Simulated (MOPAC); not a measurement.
MOPAC input (AM1):

```
AM1 PRECISE GNORM=0.05 LET XYZ CHARGE=1 GEO-OK AUX(PRECISION=9) THREADS=1
CHO2

C    -0.00765201 1    0.00466428 1   -0.11016720 1
O     0.06716463 1   -0.04072056 1    1.10546523 1
O     0.01590056 1   -0.01200809 1   -1.23171942 1
H    -0.61860949 1    0.39384354 1    1.67103665 1
```

Output:

```
 *******************************************************************************
 **                                                                           **
 **                              MOPAC v23.2.5                                **
 **                                                                           **
 *******************************************************************************
 ** MOPAC's Digital Object Identifier: https://doi.org/10.5281/zenodo.6511958 **
 **                                                                           **
 ** Please cite the open-source release paper for use of this MOPAC version:  **
 ** J. E. Moussa and J. J. P. Stewart (2026)                                  **
 ** MOPAC: An open-source semiempirical molecular orbital program             **
 ** J. Open Source Softw., 11(119), 8025, https://doi.org/10.21105/joss.08025 **
 *******************************************************************************

                              AM1 CALCULATION RESULTS

 *******************************************************************************
 *  AM1        - The AM1 Hamiltonian to be used
 *  GEO-OK     - OVERRIDE INTERATOMIC DISTANCE AND OTHER SAFETY CHECKS
 *
 *
 *
 *                 CHARGE ON SYSTEM = +1
 *
 *
 *
 *  LET        - OVERRIDE SOME SAFETY CHECKS
 *  PRECISE    - TIGHTER CRITERIA TO BE USED
 *  XYZ        - CARTESIAN COORDINATE SYSTEM TO BE USED
 *  GNORM      - EXIT WHEN GRADIENT NORM DROPS BELOW 0.050
 *  AUX        - OUTPUT AUXILIARY INFORMATION
 *******************************************************************************
AM1 PRECISE GNORM=0.05 LET XYZ CHARGE=1 GEO-OK AUX(PRECISION=9) THREADS=1
 CHO2

   ATOM   CHEMICAL          X               Y               Z
  NUMBER   SYMBOL      (ANGSTROMS)     (ANGSTROMS)     (ANGSTROMS)

     1       C         -0.00765201  *   0.00466428  *  -0.11016720  *
     2       O          0.06716463  *  -0.04072056  *   1.10546523  *
     3       O          0.01590056  *  -0.01200809  *  -1.23171942  *
     4       H         -0.61860949  *   0.39384354  *   1.67103665  *

          CARTESIAN COORDINATES

    NO.       ATOM           X           Y           Z

     1         C         -0.0077      0.0047     -0.1102
     2         O          0.0672     -0.0407      1.1055
     3         O          0.0159     -0.0120     -1.2317
     4         H         -0.6186      0.3938      1.6710

  H: (AM1): M.J.S. DEWAR ET AL, J. AM. CHEM. SOC. 107 3902-3909 (1985)
  C: (AM1): M.J.S. DEWAR ET AL, J. AM. CHEM. SOC. 107 3902-3909 (1985)
  O: (AM1): M.J.S. DEWAR ET AL, J. AM. CHEM. SOC. 107 3902-3909 (1985)

           Empirical Formula: C H O2  =     4 atoms

      MOLECULAR POINT GROUP   :   Cs

      RHF CALCULATION, NO. OF DOUBLY OCCUPIED LEVELS = 8

          Geometry optimization using EF

          DIAGONAL MATRIX USED AS START HESSIAN

 CYCLE:     1  GRAD.:   175.570 HEAT:  154.0261
 CYCLE:     2  GRAD.:   339.316 HEAT:  169.7336
 CYCLE:     3  GRAD.:   903.407 HEAT:  216.2954
 CYCLE:     4  GRAD.:   132.702 HEAT:  150.7022
 CYCLE:     5  GRAD.:   616.567 HEAT:  196.3870
 CYCLE:     6  GRAD.:    48.043 HEAT:  148.5243
 CYCLE:     7  GRAD.:    70.083 HEAT:  149.1434
 CYCLE:     8  GRAD.:    15.060 HEAT:  147.8305
 CYCLE:     9  GRAD.:    11.643 HEAT:  147.8560
 CYCLE:    10  GRAD.:     0.883 HEAT:  147.7380
 CYCLE:    11  GRAD.:     0.375 HEAT:  147.7373
 CYCLE:    12  GRAD.:     0.142 HEAT:  147.7371
 CYCLE:    13  GRAD.:     0.034 HEAT:  147.7370

     GRADIENT =  0.03445 IS LESS THAN CUTOFF =  0.05000

 -------------------------------------------------------------------------------
 AM1 PRECISE GNORM=0.05 LET XYZ CHARGE=1 GEO-OK AUX(PRECISION=9) THREADS=1
 CHO2

     GEOMETRY OPTIMISED USING EIGENVECTOR FOLLOWING (EF).
     SCF FIELD WAS ACHIEVED

                              AM1 CALCULATION
                                                       MOPAC v23.2.5 Linux

          FINAL HEAT OF FORMATION =        147.73704 KCAL/MOL =     618.13180 KJ/MOL

          COSMO AREA              =         69.43 SQUARE ANGSTROMS
          COSMO VOLUME            =         50.52 CUBIC ANGSTROMS

          GRADIENT NORM           =          0.03445          =       0.01722 PER ATOM
          IONIZATION POTENTIAL    =         21.483169 EV
          HOMO LUMO ENERGIES (EV) =        -21.483 -7.515
          NO. OF FILLED LEVELS    =          8
          MOLECULAR WEIGHT        =         45.0177         POINT GROUP:  Cs

          MOLECULAR DIMENSIONS (Angstroms)

            Atom       Atom       Distance
            H     4    O     3     3.01794
            O     2    H     4     0.72102
            C     1    O     2     0.00000

          SCF CALCULATIONS        =         14

   ATOM   CHEMICAL          X               Y               Z
  NUMBER   SYMBOL      (ANGSTROMS)     (ANGSTROMS)     (ANGSTROMS)

     1       C         -0.03007393  *   0.01883573  *  -0.11498364  *
     2       O          0.08959188  *  -0.05482640  *   1.15378964  *
     3       O          0.02234785  *  -0.01614298  *  -1.26816311  *
     4       H         -0.65624966  *   0.41759761  *   1.64032798  *

                             CARTESIAN COORDINATES

   1    C       -0.030073932     0.018835730    -0.114983639
   2    O        0.089591875    -0.054826398     1.153789641
   3    O        0.022347847    -0.016142982    -1.268163106
   4    H       -0.656249661     0.417597608     1.640327979

           Empirical Formula: C H O2  =     4 atoms

      MOLECULAR POINT GROUP   :   Cs

                  EIGENVALUES
 -49.71309 -48.22701 -31.80452 -27.70612 -25.91079 -25.80152 -22.77032 -21.48317
  -7.51485  -7.03874  -6.96705  -3.24436  -1.50296

              NET ATOMIC CHARGES AND DIPOLE CONTRIBUTIONS

  ATOM NO.   TYPE          CHARGE      No. of ELECS.   s-Pop       p-Pop
    1          C           0.514811        3.4852     1.25325     2.23194
    2          O          -0.053018        6.0530     1.84747     4.20555
    3          O           0.147628        5.8524     1.90427     3.94810
    4          H           0.390580        0.6094     0.60942
 DIPOLE           X         Y         Z       TOTAL
 POINT-CHG.    -1.394     0.885     1.766     2.418
 HYBRID        -0.401     0.254     0.252     0.537
 SUM           -1.795     1.139     2.018     2.931

          ATOMIC ORBITAL ELECTRON POPULATIONS

     Atom    s        px        py        pz
    1  C   1.25325   0.68467   0.68670   0.86057
    2  O   1.84747   1.49825   1.68120   1.02610
    3  O   1.90427   1.44076   1.48169   1.02565
    4  H   0.60942

 **********************
 *                    *
 * JOB ENDED NORMALLY *
 *                    *
 **********************

 == MOPAC DONE ==
```

The dipole moment of an ion depends on the origin.
